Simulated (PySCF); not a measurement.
# How the method changes the constants of SiO

State: ¹Σ⁺ (singlet), closed shell. Set-up: basis Si pcseg-1, O pcseg-1; no relativity; PySCF 2.14. De refers to Si + O in their high-spin ground configurations, without counterpoise correction. A positive dipole means Si(−)O(+).

| Level | Re (Å) | ωe (cm⁻¹) | De (eV) | μ (D) |
| --- | --- | --- | --- | --- |
| RHF | 1.492 | 1388 | 4.43 | -3.52 |
| RHF-MP2 | 1.545 | 1172 | 7.97 | n/a |
| RHF-SCS-MP2 | 1.540 | 1192 | 7.72 | n/a |
| RHF-CCSD | 1.526 | 1256 | 7.18 | n/a |
| RHF-CCSD(T) | 1.537 | 1201 | 7.42 | n/a |
| PBE | 1.545 | 1171 | 8.20 | -2.66 |
| TPSS | 1.541 | 1188 | 7.83 | -2.68 |
| r²SCAN | 1.530 | 1226 | 7.84 | -2.78 |
| M06-L | 1.528 | 1229 | 7.95 | -2.92 |
| r²SCANh | 1.523 | 1250 | 7.62 | -2.88 |
| PBE0 | 1.523 | 1252 | 7.57 | -2.93 |

The bond length runs from 1.492 Å (RHF) to 1.545 Å (PBE). De spans 4.43 eV (RHF, mean field) to 8.20 eV (PBE, GGA). Correlation at CCSD(T) changes the Hartree–Fock bond energy by +2.99 eV; the triples alone change it by +0.24 eV.

Correlated steps freeze 6 core orbitals. Correlated levels converge slowly with the basis: in double zeta they bind strong bonds too weakly, by up to about 1 eV, and carry superposition errors of some tenths. Where the molecule has an RHF reference, its open-shell atoms are computed with UHF. The CCSD T1 diagnostic is raised, a sign that a single reference may not be enough here.
